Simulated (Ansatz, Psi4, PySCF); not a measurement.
System: ClF, charge 0, multiplicity 1. SMILES: FCl
Geometry from a B3LYP-D3(BJ)/def2-TZVP (Ansatz, a first-principles code) optimisation:
```xyz
2

F      0.0000     0.0000    -1.0729
Cl     0.0000     0.0000     0.5680
```
Charge 0, spin multiplicity 1.

Wanted: enthalpy of formation at 298 K, in kcal/mol. Terms: UHF or UKS for open shells; 6-311+G** with 5d, 6d on Na to Ar in Ansatz; no spin-orbit coupling; 6-31G* and kin with 6d, 5d where marked; frozen cores in correlated levels; non-relativistic. CBS(X,Y): correlation extrapolated as X^-3; Hartree-Fock from the larger set (for Q and 5 zeta extrapolated as (X+1)exp(-9√X)). Ab initio and DFT rows: single points at B3LYP-D3(BJ) geometries (Ansatz), with unscaled harmonic terms from B3LYP/6-31G* at its own minima, enthalpies of formation by atomisation with measured atoms.

Measured values: Active Thermochemical Tables 1.112 (ions: stationary electron), as tabulated in the package chemicals; they hold spin-orbit and core effects, anharmonicity. 

Value to compare with, the measured value: -13.3 kcal/mol.

| level | program | enthalpy of formation at 298 K (kcal/mol) | error |
|---|---|---|---|
| PBE/6-31G* | Ansatz | -20.4 | -7.1 |
| BLYP/6-31G* | Ansatz | -15.7 | -2.4 |
| BP86/def2-SVP | PySCF | -18.5 | -5.2 |
| BP86/6-31G* (5d) | PySCF | -19.0 | -5.7 |
| B3LYP/6-31G* | Ansatz | -8.7 | 4.6 |
| B3LYP/6-31+G* | Ansatz | -7.5 | 5.8 |
| wB97X-D/6-31G* | Psi4 | -8.9 | 4.4 |
| MP2/3-21G | Ansatz | 20.4 | 33.7 |
| MP2/6-311+G** | Ansatz | -2.0 | 11.3 |
| PBE0/def2-TZVPD | Ansatz | -12.4 | 0.9 |
| wB97M-V/def2-TZVPD | Ansatz | -15.0 | -1.7 |
| CCSD(T)/CBS(cc-pV(Q+d)Z,cc-pV(5+d)Z) | Ansatz | -14.4 | -1.1 |

Among the 9 habitual levels, MP2/3-21G lies farthest from the measured value (33.7 kcal/mol); 5 of 9 lie above it, and their mean absolute error is 8.9 kcal/mol, the median 5.7. One case shows no general order.

The levels are drawn from those run, B3LYP/6-31G* more often than the rest, none by its result; runs whose electronic state is in doubt are left out.
